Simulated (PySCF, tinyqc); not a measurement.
Worked calculation: CIS and TDHF on RHF in the sto-6g basis, frozen core, for HF, spin multiplicity 1. The lowest restricted solution is unstable here: a spin-polarised one lies 0.0318 hartree lower (PySCF). One step of it, computed by the program tinyqc.

Problem. CIS matrix, triplets. A(ia,jb) = (e_a - e_i) d_ij d_ab - (ij|ab).

orbital energies (hartree): MO1 -26.269257, MO2 -1.419269, MO3 -0.473424, MO4 -0.473424, MO5 -0.443913, MO6 0.262655

Two-electron integrals over orbitals (pq|rs), unique and non-zero (hartree); the lowest 1 orbital is frozen and left out:
```
(22|22) 0.885278    (32|32) 0.191925    (33|22) 0.903046    (33|33) 0.998085
(42|42) 0.191925    (43|43) 0.053789    (44|22) 0.903046    (44|33) 0.890506
(44|44) 0.998085    (52|22) -0.044271   (52|33) -0.055182   (52|44) -0.055182
(52|52) 0.124361    (53|32) -0.021326   (53|53) 0.032305    (54|42) -0.021326
(54|54) 0.032305    (55|22) 0.667923    (55|33) 0.653084    (55|44) 0.653084
(55|52) -0.007363   (55|55) 0.647513    (62|22) -0.067138   (62|33) -0.067115
(62|44) -0.067115   (62|52) -0.085107   (62|55) -0.020249   (62|62) 0.090613
(63|32) -0.022309   (63|53) -0.024180   (63|63) 0.027823    (64|42) -0.022309
(64|54) -0.024180   (64|64) 0.027823    (65|22) -0.263690   (65|33) -0.265118
(65|44) -0.265118   (65|52) 0.067145    (65|55) -0.086792   (65|62) 0.027589
(65|65) 0.252316    (66|22) 0.620616    (66|33) 0.606607    (66|44) 0.606607
(66|52) 0.036817    (66|55) 0.631791    (66|62) -0.046074   (66|65) -0.027455
(66|66) 0.653594
```

Give: CIS matrix A, triplet.

Solution.

CIS matrix A, triplet (hartree):
```
        2>6    3>6    4>6     5>6
2>6   1.061  0.000  0.000  -0.037
3>6   0.000  0.129  0.000   0.000
4>6   0.000  0.000  0.129   0.000
5>6  -0.037  0.000  0.000   0.075
```
